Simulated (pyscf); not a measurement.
H₃Si–SH → H₃Si–SH (concerted two-bond exchange; singlet surface; H–S, H–Si broken, H–S, H–Si formed). Structures and frequencies: ωB97X-D3(BJ)/def2-SVP in PySCF. Correlated levels are frozen-core, on RHF or UHF. ΔMP2 is the change of the MP2 total energy from the triple- to the quadruple-zeta basis. Energies in kcal/mol from the reactant's lowest minimum found.

```json
[
 {"level": "ωB97X-D3(BJ)/def2-TZVP", "barrier": "(withheld)", "reaction energy": "0.0"},
 {"level": "PBE/def2-TZVP", "barrier": "110.6", "reaction energy": "0.0"},
 {"level": "r²SCAN/def2-TZVP", "barrier": "116.9", "reaction energy": "0.0"},
 {"level": "ωB97M-D3(BJ)/def2-TZVP", "barrier": "119.8", "reaction energy": "0.0"},
 {"level": "HF/def2-TZVP", "barrier": "136.2", "reaction energy": "0.0"},
 {"level": "CCSD/def2-TZVPP", "barrier": "124.7", "reaction energy": "0.0"},
 {"level": "CCSD(T)/def2-TZVPP + ΔMP2(QZVPP)", "barrier": "(withheld)", "reaction energy": "0.0"}
]
```

**Question.** Some entries are withheld; supply them.

**Answer.** 
- ωB97X-D3(BJ)/def2-TZVP, barrier: 123.6
- CCSD(T)/def2-TZVPP + ΔMP2(QZVPP), barrier: 120.1

The same reactants have a lower exit, to H₂Si=S + H₂ (barrier +54.4 kcal/mol at ωB97M-D3(BJ), against +119.8 kcal/mol here). This is the saddle that the search found; another between the same sides may lie lower. The CCSD(T) − MP2 part came from Ansatz, without density fitting, on the same reference.
